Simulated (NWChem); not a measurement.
**BNH3 (SMILES B[NH]): levels of theory compared**

Aim: a comparison of 6 runs (UHF/pcseg-1, UB3LYP/6-31G*, USVWN5/6-31+G*, UCAM-B3LYP/def2-SVP, UPBE0/def2-SVP) of BNH3. 

The results are computed with NWChem 7.3.0.

1 further run of the same task is left out (set aside as unsound or not needed).

## 1. Starting point

The species is BNH3 (5 atoms), meant as a doublet with charge 0. As SMILES, `B[NH]`. Geometry: relaxed at PBE0-D4/def2-TZVP.

Bond lengths: B1–N2 1.329 Å, B1–H3 1.210 Å, B1–H4 1.204 Å, N2–H5 0.999 Å. Angles: B1–N2–H5 163.9°, N2–B1–H3 118.8°, N2–B1–H4 121.2°, H3–B1–H4 119.9°.

## 2. Energy and gradient at UHF/pcseg-1 (run 1)

Contents of bh3n.nw:

```
start bh3n
title "BH3N"
memory total 2200 mb
geometry units angstroms noautosym nocenter noautoz
B       -0.310800      -0.370100      -0.091600
N        0.531200       0.655200      -0.019800
H       -0.414800      -1.107400       0.862500
H       -0.964100      -0.573100      -1.081900
H        1.208400       1.321700       0.289300
end
basis spherical bse
* library pcseg-1
end
scf
doublet
uhf
thresh 1e-08
maxiter 80
print medium
end
task scf gradient
```

Run with:

```
$ nwchem bh3n.nw > bh3n.out
```

Log:

```text
[...]
  functions       =    43
[...]
  wavefunction    = UHF
[...]
         Total SCF energy =    -80.821574449184
      One electron energy =   -162.227567934589
      Two electron energy =     54.257855712453
 Nuclear repulsion energy =     27.148137772953
                       Sz =      0.5000
                 Sz(Sz+1) =      0.7500
                      S^2 =      0.7721
[...]
                         UHF ENERGY GRADIENTS
    atom               coordinates                        gradient
                 x          y          z           x          y          z
   1 B      -0.587327  -0.699388  -0.173099    0.021830   0.027944  -0.000297
   2 N       1.003822   1.238148  -0.037417   -0.022879  -0.027417  -0.002661
   3 H      -0.783858  -2.092683   1.629889   -0.001168  -0.003850   0.003732
   4 H      -1.821885  -1.083002  -2.044495   -0.003456  -0.002458  -0.003052
   5 H       2.283545   2.497651   0.546698    0.005674   0.005781   0.002279
[...]
```

It took 1.8 s on 1 thread of Intel Xeon 6975P-C (Granite Rapids), shared host; peak memory 0.099 GiB.

## 3. Energy and gradient at UB3LYP/6-31G(d) (spherical functions) (run 2)

Contents of input.xyz:

```xyz
5
BH3N
B     -0.310800    -0.370100    -0.091600
N      0.531200     0.655200    -0.019800
H     -0.414800    -1.107400     0.862500
H     -0.964100    -0.573100    -1.081900
H      1.208400     1.321700     0.289300
```

Contents of run.py:

```python
from ase.io import read
from ase.calculators.nwchem import NWChem

mol = read('input.xyz')

calc = NWChem(
    label='input',
    theory='dft',
    memory='2200 mb',
    basis='6-31G*',
    basispar='spherical bse',
    dft={'xc': 'b3lyp', 'mult': '2', 'grid': 'xfine', 'convergence': 'energy 1e-08', 'iterations': '100', 'mulliken': None},
)
mol.calc = calc

forces = mol.get_forces()
print(f"energy = {mol.get_potential_energy():.6f} eV")
print("forces (eV/A):")
for s, f in zip(mol.symbols, forces):
    print(f"{s:2s} {f[0]:10.5f} {f[1]:10.5f} {f[2]:10.5f}")
```

Run with:

```
$ export ASE_NWCHEM_COMMAND="nwchem PREFIX.nwi > PREFIX.nwo"
$ python run.py
```

Log:

```text
energy = -2213.701696 eV
forces (eV/A):
B    -0.21330   -0.25382   -0.02679
N     0.13483    0.18800   -0.02617
H    -0.02067   -0.03075    0.00674
H    -0.01923   -0.02273   -0.00298
H     0.11832    0.11935    0.04926
```

The calculator wrote input.nwi:

```
title "input"

permanent_dir input

scratch_dir input

start input

geometry units angstrom nocenter noautosym noautoz
  B  -3.1080000000000002e-01 -3.7009999999999998e-01 -9.1600000000000001e-02
  N  5.3120000000000001e-01 6.5520000000000000e-01 -1.9800000000000002e-02
  H  -4.1480000000000000e-01 -1.1073999999999999e+00 8.6250000000000004e-01
  H  -9.6409999999999996e-01 -5.7310000000000005e-01 -1.0819000000000001e+00
  H  1.2083999999999999e+00 1.3217000000000001e+00 2.8930000000000000e-01
end

memory 2200 mb

basis spherical bse noprint
   * library 6-31G*
end

dft
  xc b3lyp
  mult 2
  grid xfine
  convergence energy 1e-08
  iterations 100
  mulliken
end

task dft gradient
```

input.nwo:

```text
Northwest Computational Chemistry Package (NWChem) 7.3.0
             --------------------------------------------------------

           Job information
           ---------------

    nwchem branch   = 7.3.0
    use scalapack   = T
    input           = input.nwi
    prefix          = input.
    data base       = input/input.db
    status          = startup
    nproc           =        1

           Memory information
           ------------------

    heap     =     72089598 doubles =      550.0 Mbytes
    stack    =     72089595 doubles =      550.0 Mbytes
    global   =    144179200 doubles =     1100.0 Mbytes (distinct from heap & stack)
    total    =    288358393 doubles =     2200.0 Mbytes
    verify   = yes
    hardfail = no

[... 112 lines left out ...]
          Convergence on energy requested:  1.00D-08
[... 26 lines left out ...]
          Convergence Information
[... 30 lines left out ...]
 1-e energy   =    -160.860353
[... 61 lines left out ...]
      One electron energy =     -162.559833528187
[... 8 lines left out ...]
                    DFT Final Alpha Molecular Orbital Analysis
[... 604 lines left out ...]
          Convergence on gradient requested:  5.00D-04
[... 27 lines left out ...]
          total energy or number of iterations.
[... 28 lines left out ...]
    atom               coordinates                        gradient
                 x          y          z           x          y          z
   1 B      -0.587327  -0.699388  -0.173099    0.004148   0.004936   0.000521
   2 N       1.003822   1.238148  -0.037417   -0.002622  -0.003656   0.000509
   3 H      -0.783858  -2.092683   1.629889    0.000402   0.000598  -0.000131
   4 H      -1.821885  -1.083002  -2.044495    0.000374   0.000442   0.000058
   5 H       2.283545   2.497651   0.546698   -0.002301  -0.002321  -0.000958

                 ----------------------------------------
                 |  Time  |  1-e(secs)   |  2-e(secs)   |
                 ----------------------------------------
                 |  CPU   |       0.00   |       0.21   |
                 ----------------------------------------
                 |  WALL  |       0.00   |       0.21   |
                 ----------------------------------------

 Task  times  cpu:        9.2s     wall:        9.2s
 Total times  cpu:        9.2s     wall:        9.2s
```

Run time: 11 s. Hardware: 1 thread of Intel Xeon 6975P-C (Granite Rapids), shared host; peak memory 0.12 GiB.

Runs 3 to 4 aren't shown in full; the table further down has their settings and results.

## 4. Energy and forces at UCAM-B3LYP/def2-SVP (run 5)

Contents of test.nw:

```
start test
title "BH3N"
memory total 2200 mb
geometry noautosym nocenter noautoz
B       -0.310800      -0.370100      -0.091600
N        0.531200       0.655200      -0.019800
H       -0.414800      -1.107400       0.862500
H       -0.964100      -0.573100      -1.081900
H        1.208400       1.321700       0.289300
end
basis spherical bse
* library def2-SVP
end
dft
xc xcamb88 1.00 lyp 0.81 vwn_5 0.19 hfexch 1.00
cam 0.33 cam_alpha 0.19 cam_beta 0.46
mult 2
grid xfine
convergence energy 1e-08
direct
maxiter 100
mulliken
noprint "final vectors analysis"
end
task dft gradient
```

Run with:

```
$ nwchem test.nw > test.out
```

Log:

```text
[...]
          Wavefunction type:  spin polarized.
          No. of atoms     :     5
          No. of electrons :    15
[...]
          Charge           :     0
          Spin multiplicity:     2
[...]
          AO basis - number of functions:    43
[...]
              XC Information
              --------------
                     Hartree-Fock (Exact) Exchange  1.000
                   CAM-Becke88 Exchange Functional  1.000
                      VWN V Correlation Functional  0.190 local
              Lee-Yang-Parr Correlation Functional  0.810
[...]
 d= 0,ls=0.0,diis     1    -81.1997720923 -1.08D+02  6.22D-03  5.15D-02     1.2
[...]
 d= 0,ls=0.0,diis    12    -81.2420166366 -1.40D-09  4.47D-07  7.04D-11    12.5
[...]
         Total DFT energy =      -81.242016636558
      One electron energy =     -162.389996015813
           Coulomb energy =       65.984547718964
    Exchange-Corr. energy =      -11.984706112662
 Nuclear repulsion energy =       27.148137772953
[...]
      Total Density - Mulliken Population Analysis
     ---------------------------------------------
    Atom       Charge   Shell Charges
 -----------   ------   -------------------------------------------------------
    1 B    5     5.10   1.99  0.78  0.19  1.63  0.45  0.07
    2 N    7     7.00   1.99  1.01  0.42  2.37  1.20  0.01
    3 H    1     1.02   0.72  0.29  0.01
    4 H    1     1.02   0.72  0.28  0.01
    5 H    1     0.87   0.71  0.11  0.05
[...]
      <S2> =      0.7586 (Exact =     0.7500)
[...]
  wavefunction    = open shell
[...]
                         DFT ENERGY GRADIENTS
    atom               coordinates                        gradient
                 x          y          z           x          y          z
   1 B      -0.587327  -0.699388  -0.173099   -0.000197  -0.000487   0.000372
   2 N       1.003822   1.238148  -0.037417    0.001660   0.001804   0.000478
   3 H      -0.783858  -2.092683   1.629889    0.000534   0.002755  -0.003271
   4 H      -1.821885  -1.083002  -2.044495    0.002566   0.000911   0.003716
   5 H       2.283545   2.497651   0.546698   -0.004563  -0.004983  -0.001294
[...]
```

It took 15 s on 1 thread of Intel Xeon 6975P-C (Granite Rapids), shared host; peak memory 0.12 GiB.

## 5. Energy and gradient at UPBE0/def2-SVP (run 6)

Contents of bh3n.nw:

```
START bh3n
memory total 2200 mb
charge 0
GEOMETRY units angstroms noautosym nocenter noautoz
 B    -0.310800   -0.370100   -0.091600
 N     0.531200    0.655200   -0.019800
 H    -0.414800   -1.107400    0.862500
 H    -0.964100   -0.573100   -1.081900
 H     1.208400    1.321700    0.289300
END
BASIS spherical bse
 * library def2-SVP
END
DFT
 xc pbe0
 mult 2
 grid xfine
 convergence energy 1e-08
 maxiter 100
 mulliken
 noprint "final vectors analysis"
END
TASK dft gradient
```

Run with:

```
$ nwchem bh3n.nw > bh3n.out
```

Log:

```text
[...]
          Wavefunction type:  spin polarized.
          No. of atoms     :     5
          No. of electrons :    15
[...]
          Charge           :     0
          Spin multiplicity:     2
[...]
          AO basis - number of functions:    43
[...]
              XC Information
              --------------
                         PBE0 Method XC Functional
                     Hartree-Fock (Exact) Exchange  0.250
          PerdewBurkeErnzerhof Exchange Functional  0.750
            Perdew 1991 LDA Correlation Functional  1.000 local
           PerdewBurkeErnz. Correlation Functional  1.000 non-local
[...]
 d= 0,ls=0.0,diis     1    -81.1429950222 -1.08D+02  6.85D-03  5.08D-02     1.0
[...]
 d= 0,ls=0.0,diis    12    -81.1836669098 -7.19D-10  3.11D-07  5.18D-11    10.6
[...]
         Total DFT energy =      -81.183666909761
      One electron energy =     -162.386894426263
           Coulomb energy =       65.979779638677
    Exchange-Corr. energy =      -11.924689895127
 Nuclear repulsion energy =       27.148137772953
[...]
      Total Density - Mulliken Population Analysis
     ---------------------------------------------
    Atom       Charge   Shell Charges
 -----------   ------   -------------------------------------------------------
    1 B    5     5.10   1.99  0.80  0.18  1.63  0.43  0.07
    2 N    7     7.03   1.99  1.01  0.44  2.35  1.23  0.01
    3 H    1     1.01   0.72  0.28  0.01
    4 H    1     1.01   0.72  0.27  0.01
    5 H    1     0.86   0.71  0.10  0.05
[...]
      <S2> =      0.7591 (Exact =     0.7500)
[...]
  wavefunction    = open shell
                         DFT ENERGY GRADIENTS
    atom               coordinates                        gradient
                 x          y          z           x          y          z
   1 B      -0.587327  -0.699388  -0.173099   -0.000514  -0.000858   0.000320
   2 N       1.003822   1.238148  -0.037417    0.000115  -0.000133   0.000432
   3 H      -0.783858  -2.092683   1.629889    0.000785   0.003839  -0.004477
   4 H      -1.821885  -1.083002  -2.044495    0.003509   0.001346   0.004921
   5 H       2.283545   2.497651   0.546698   -0.003895  -0.004194  -0.001196
[...]
```

Wall time 13 s (1 thread of Intel Xeon 6975P-C (Granite Rapids), shared host); peak memory 0.12 GiB.

## 6. The series

```
run                                 level  iteration cap  module  energy (Eh)  dipole moment (D)  HOMO energy (eV)  LUMO energy (eV)  wall time
  1                           UHF/pcseg-1             80     scf   -80.821574               1.72            -11.64              2.28      1.8 s
  2   UB3LYP/6-31G* (spherical functions)            100     dft   -81.352037               1.57             -7.30             -3.13       11 s
  3   UB3LYP/6-31G* (Cartesian functions)            100     dft   -81.353633               1.56             -7.30             -3.13       11 s
  4  USVWN5/6-31+G* (spherical functions)            100     dft   -80.583517               1.16             -6.20             -4.83      5.4 s
  5                   UCAM-B3LYP/def2-SVP            100     dft   -81.242017               1.64                 –                 –       15 s
  6                        UPBE0/def2-SVP            100     dft   -81.183667               1.61                 –                 –       13 s
```

## 7. Results

| quantity | value |
| --- | --- |
| run 6: total energy | -81.18367 Eh |
| run 6: dipole moment | 1.61 D |
| run 6: ⟨S²⟩ | 0.759 |
| run 6: largest force on an atom | 0.318 eV/Å |

The dipole moment (its size) runs from 1.16 D (USVWN5/6-31+G*) to 1.72 D (UHF/pcseg-1). The two ends differ in method and basis. Totals of different functionals can't be ranked against each other. All runs together took 56 s, the longest 15 s.
